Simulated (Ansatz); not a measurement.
We consider bcc Mo, described by PBE (plane waves, PAW; Ansatz, a program for electronic structure).

Settings: plane-wave cutoff 520 eV, 24×24×24 k mesh, Fermi–Dirac smearing 0.05 eV, no spin polarisation, scalar-relativistic PAW data made under PBE.

Pressure at four volumes; x = ln(V/15.789 Å³). One pressure is withheld.

```csv
V (Å³/atom),x,P (GPa)
14.842,-0.0619,18.29
15.789,0.0000,0.01
16.420,0.0392,-9.34
16.736,0.0582,?
```

### Question
Pass a parabola P(x) through the three rows shown, estimate the bulk modulus and its pressure derivative near zero pressure, and predict the withheld pressure.

### Answer
Slopes between the rows: (0.01 − (18.29))/(0.0000 − (-0.0619)) = -295.32 and (-9.34 − (0.01))/(0.0392 − (0.0000)) = -238.52 GPa. Their difference over the span 0.1011 is c = 56.80/0.1011 = 561.8 GPa, so P(x) = 18.29 + (-295.32)(x − (-0.0619)) + 561.8 (x − (-0.0619))(x − (0.0000)). At the middle row B = −dP/dx = −[-295.32 + 561.8 × 0.0619] = 260.5 GPa, and B′ = dB/dP = 2c/B = 4.3. At x = 0.0582 the parabola gives -13.25 GPa; the run gives -13.33 GPa. The Birch–Murnaghan fit to the energies at all volumes has B0 = 259 GPa and B′ = 4.2.

Measured, for comparison: bulk modulus 265 GPa (zero-point energy and finite temperature contributions removed, sources range from 265 to 278; as tabulated in doi:10.1021/acs.jctc.3c00612). Computed less measured: bulk modulus -2.3 % (-2.3 % to -7 % over the range).
